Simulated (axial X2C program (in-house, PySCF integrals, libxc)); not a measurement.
# Which functional? An output for AlH⁺

An SCF output computed with an axial X2C code built on PySCF integrals for AlH⁺ at 1.624 Å, two-component, state Ω = 1/2, Al dyall-v3z [8s8p2d1f], H dyall-v3z [6s2p1d] (cores contracted in-house), without its first line:

```
basis functions 66  fitting functions 403  grid points 4353
iter        total energy     max residual
   1       -243.065786276     4.65e-02
   2       -243.066445859     2.76e-03
   3       -243.066469638     1.53e-03
   4       -243.066489494     4.49e-04
   5       -243.066490663     9.09e-05
   6       -243.066490744     2.24e-05
   7       -243.066490751     7.32e-06
   8       -243.066490751     5.26e-07
converged
one-electron -342.05110018  Coulomb 113.52818996  exact exchange 0.00000000  xc functional -18.75154410  nuclear repulsion 4.23602447  atomic mean-field constant -0.02806090
```

**Question.** Which level of theory produced it?
A. r2SCAN
B. PBE0
C. HF

**Answer.** A. The exact-exchange term against the functional term shows a share of 0 of exact exchange.
